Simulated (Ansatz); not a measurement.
Ansatz (a first-principles code) input:

Ansatz 0.2 input:
```yaml
crystal:
  periodic: [false, false, false]
  atoms:
    - {symbol: C, position_ang: [-0.02656740, -0.39643901, 0.74037214]}
    - {symbol: N, position_ang: [-0.04025319, 0.87186173, 0.00009760]}
    - {symbol: C, position_ang: [-0.04739019, -0.39723479, -0.73890413]}
    - {symbol: H, position_ang: [0.88684478, 1.28341918, -0.01317394]}
    - {symbol: H, position_ang: [-0.93332050, -0.60983971, 1.29271705]}
    - {symbol: H, position_ang: [-0.96932769, -0.61121579, -1.26527787]}
    - {symbol: H, position_ang: [0.88822522, -0.70100522, 1.23593203]}
    - {symbol: H, position_ang: [0.85309603, -0.70234775, -1.25968851]}
basis:
  gaussian:
    orbitals: def2-TZVPD
hamiltonian:
  xc: {name: CAM-B3LYP}
output: {forces: true}
```

Problem. Which total energy does the run end on?

Solution. -133.90221 Eh (CAM-B3LYP/def2-TZVPD). The basis has 156 functions.
